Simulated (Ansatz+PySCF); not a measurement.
Results of a calculation; reference values are marked as such.
Several solutions for doublet C₆H₅

```xyz
11

C     1.2852    0.0000    0.0000
C     0.7091    1.1279    0.0000
C    -0.5805    1.1159    0.0000
C    -1.2164    0.0000    0.0000
C    -0.5805   -1.1159    0.0000
C     0.7091   -1.1279    0.0000
H     1.2201    1.9945    0.0000
H    -1.0872    1.9853    0.0000
H    -2.2216    0.0000    0.0000
H    -1.0872   -1.9853    0.0000
H     1.2201   -1.9945    0.0000
```

Basis set: def2-SVP (spherical functions). Charge 0, multiplicity 2.

CASSCF(7,7) was run from several starts with Ansatz (development build ahead of 0.2.0) and PySCF 2.14.0. The starts are those of the Hartree–Fock orbitals from which the active space was taken at the frontier.

| run | program | start | converged | energy (hartree) | <S²> |
| --- | --- | --- | --- | --- | --- |
| A | Ansatz | stability test followed | yes | -229.83141 | 0.75 |
| B | PySCF | program defaults | yes | -229.83141 | 0.75 |
| C | Ansatz | atomic start, no search | yes | -229.83141 | 0.75 |
| D | Ansatz | search for the lowest state | yes | -229.83619 | 0.75 |

Question: Which runs reached the lowest solution of this kind, and what is wrong with the others?

Answer: D reached the lowest solution found. Converged but too high: A by 0.13 eV, B by 0.13 eV, C by 0.13 eV. Convergence only shows a stationary point; in CASSCF the end hangs on which orbitals enter the active space. Caution: other starts end on other solutions of this active space.
